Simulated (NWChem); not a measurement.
## Correlation energy of nitric oxide (NO)

SMILES: [N]=O
```xyz
2

N      0.0000     0.0000     0.6093
O      0.0000     0.0000    -0.5331
```
Charge 0, spin multiplicity 2.

Everything below was run with NWChem. Structure: optimised with UPBE0/def2-SVP, a minimum by its harmonic frequencies.

Basis set: 6-311G**. Each correlation energy counts from its own Hartree-Fock reference.

The correlated methods keep 2 core orbitals frozen. The Pople sets run with spherical d functions. The unpaired electrons of the parent sit in orbitals of symmetry b2 (C2v labels of the run); other states weren't searched. The stability of the SCF solutions was not checked. Open-shell Hartree-Fock references start from PBE0 orbitals. Coupled-cluster values serve here as a point of comparison, not as the truth.

```json
[
 {"method": "CCSD on UHF", "correlation energy (mHa)": "-344.5"},
 {"method": "CCSD[T] on ROHF", "correlation energy (mHa)": "-367.0"},
 {"method": "CCSD(T) on ROHF", "correlation energy (mHa)": "-365.5"},
 {"method": "UMP2", "correlation energy (mHa)": "[?]"},
 {"method": "CCSD(T) on UHF", "correlation energy (mHa)": "[?]"},
 {"method": "CCSD[T] on UHF", "correlation energy (mHa)": "-360.0"},
 {"method": "CCSD on ROHF", "correlation energy (mHa)": "-350.8"},
 {"method": "SCS-UMP2", "correlation energy (mHa)": "-325.2"}
]
```

Q: Complete the blanks.

A: 
- UMP2, correlation energy (mHa): -337.5
- CCSD(T) on UHF, correlation energy (mHa): -358.3
